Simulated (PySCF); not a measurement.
# GeH2⁺, quartet in cc-pVDZ: errors against full CI

Geometry: that of the GeH2, triplet, kept fixed. The doublet lies 4.4 eV lower here.

```xyz
3

Ge    0.0000   -0.0208    0.0000
H     0.0000    0.7490   -1.3344
H     0.0000    0.7490    1.3344
```

Basis cc-pVDZ; PySCF 2.14.0. Only valence electrons are correlated (noble-gas cores and the filled d shells of p-block atoms frozen), which leaves 5 electrons in 23 orbitals. Prefix R: restricted or restricted open-shell reference. No spin–orbit coupling is included, and no scalar relativity.

Full CI is exact within this basis and frozen core; it isn't the basis-set limit.

```
UHF ⟨S²⟩                          : 3.782
T1 diagnostic (ROHF- or RHF-based CCSD)             : 0.0233
largest doubles amplitude (ROHF- or RHF-based CCSD) : 0.100
```

Task: From what is known of these methods and the diagnostics, rank them by the size of their error in total energy against full CI in cc-pVDZ, smallest first (an estimate: the text doesn't fix the numbers).
A. RCCSDT
B. RHF
C. RCCSD(T)
D. RCCSD
E. RMP2

Result: A (0.2 kJ/mol), C (1.5 kJ/mol), D (5.7 kJ/mol), E (51.4 kJ/mol), B (208.1 kJ/mol).

All errors are against full CI in cc-pVDZ. Within each family the higher level lies nearer, as is usual though not guaranteed.

The full-CI state has the irrep A2 of C2v, in the program's axes.

Natural occupations of full CI about the gap: 1.930 1.010 0.987 0.983 0.029 0.022 0.010 0.006 0.006 0.004; effectively unpaired electrons, Σ n²(2−n)², 3.02.
